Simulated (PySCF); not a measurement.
# How well do the runs reproduce experiment for pentane?

**The experiment to reproduce.**

NIST CCCBDB Release 22 (SRD 101), experimental polarizabilities lists, for the gas: mean polarisability 9.879 Å³.

The results are set against them at the end.

Compound: pentane, C₅H₁₂.
Atom-mapped SMILES: `[CH3:1][CH2:2][CH2:3][CH2:4][CH3:5]` (hydrogens: H6, H7, H8 on C1; H9, H10 on C2; H11, H12 on C3; H13, H14 on C4; H15, H16, H17 on C5)

Structure used (PBE0-D3(BJ)/def2-SVP), in Å, numbered top down from 1:
```xyz
17
C5H12 angstrom
C     -2.5451   -0.2703    0.3086
C     -1.2389    0.4288    0.6500
C     -0.0157   -0.2357    0.0336
C      1.2977    0.4572    0.3699
C      2.5129   -0.2139   -0.2497
H     -3.4095    0.2330    0.7678
H     -2.7133   -0.2929   -0.7803
H     -2.5430   -1.3147    0.6605
H     -1.2837    1.4816    0.3185
H     -1.1145    0.4681    1.7469
H      0.0325   -1.2897    0.3644
H     -0.1364   -0.2754   -1.0649
H      1.2461    1.5099    0.0391
H      1.4146    0.4966    1.4676
H      2.4401   -0.2356   -1.3491
H      3.4452    0.3098    0.0111
H      2.6107   -1.2570    0.0921
```

Runs made with PySCF (gas phase, on this PBE0-D3(BJ)/def2-SVP geometry; no spin–orbit coupling):

| level | job | basis functions |
| --- | --- | --- |
| CAM-B3LYP/def2-SVPD | 10 singlets by full TDDFT, 4 Tamm–Dancoff triplets, polarisability, ΔSCF ions | 196 |
| BHandHLYP/def2-SVPD | 10 singlets by full TDDFT, 4 Tamm–Dancoff triplets, polarisability, ΔSCF ions | 196 |
| HF/def2-SVPD | 10 singlets by TDHF, 4 Tamm–Dancoff triplets, polarisability, ΔSCF ions | 196 |
| LDA/def2-SVPD | 10 singlets by full TDDFT, 4 Tamm–Dancoff triplets, polarisability, ΔSCF ions | 196 |
| PBE/def2-SVPD | 10 singlets by full TDDFT, 4 Tamm–Dancoff triplets, polarisability, ΔSCF ions | 196 |
| PBE0/def2-SVPD | 10 singlets by full TDDFT, 4 Tamm–Dancoff triplets, polarisability, ΔSCF ions | 196 |
| LC-wPBE/def2-SVPD | 10 singlets by full TDDFT, 4 Tamm–Dancoff triplets, polarisability, ΔSCF ions | 196 |
| PBE0/6-31+G* | 10 singlets by full TDDFT, 4 Tamm–Dancoff triplets, polarisability | 114 |
| PBE0/6-31G* | 10 singlets by full TDDFT, 4 Tamm–Dancoff triplets, polarisability | 94 |
| PBE0/aug-cc-pVDZ | 10 singlets by full TDDFT, 4 Tamm–Dancoff triplets, polarisability | 223 |
| PBE0/def2-TZVP | 10 singlets by full TDDFT, 4 Tamm–Dancoff triplets, polarisability | 227 |
| wB97X-D/def2-SVPD | 10 singlets by full TDDFT, 4 Tamm–Dancoff triplets, polarisability, ΔSCF ions | 196 |

All basis functions are spherical.

## Comparison

**Mean polarisability.** Measured: 9.879 Å³ (NIST CCCBDB Release 22 (SRD 101), experimental polarizabilities).

| level | computed (Å³) | computed − measured (Å³) | % (from the printed values) |
| --- | --- | --- | --- |
| CAM-B3LYP/def2-SVPD | 9.556 | -0.323 | -3 |
| BHandHLYP/def2-SVPD | 9.374 | -0.505 | -5 |
| HF/def2-SVPD | 9.066 | -0.813 | -8 |
| LDA/def2-SVPD | 10.145 | +0.266 | +3 |
| PBE/def2-SVPD | 9.960 | +0.081 | +1 |
| PBE0/def2-SVPD | 9.609 | -0.270 | -3 |
| LC-wPBE/def2-SVPD | 9.299 | -0.580 | -6 |
| PBE0/6-31+G* | 8.891 | -0.988 | -10 |
| PBE0/6-31G* | 8.145 | -1.734 | -18 |
| PBE0/aug-cc-pVDZ | 9.843 | -0.036 | 0 |
| PBE0/def2-TZVP | 9.447 | -0.432 | -4 |
| wB97X-D/def2-SVPD | 9.550 | -0.329 | -3 |

12 of the 15 levels run are shown, the closest and the furthest among them. Closest is PBE0/aug-cc-pVDZ (-0.036 Å³), furthest PBE0/6-31G* (-1.734 Å³); one molecule doesn't rank methods. The computed values are static and purely electronic, with core orbitals frozen in the response (1 au = 0.148185 Å³). The table of measured values doesn't say here whether a value is static or optical, or holds a vibrational part. The measurement averages over conformers, the calculation has one.

No measured geometry was used, and the causes of the misses weren't examined.
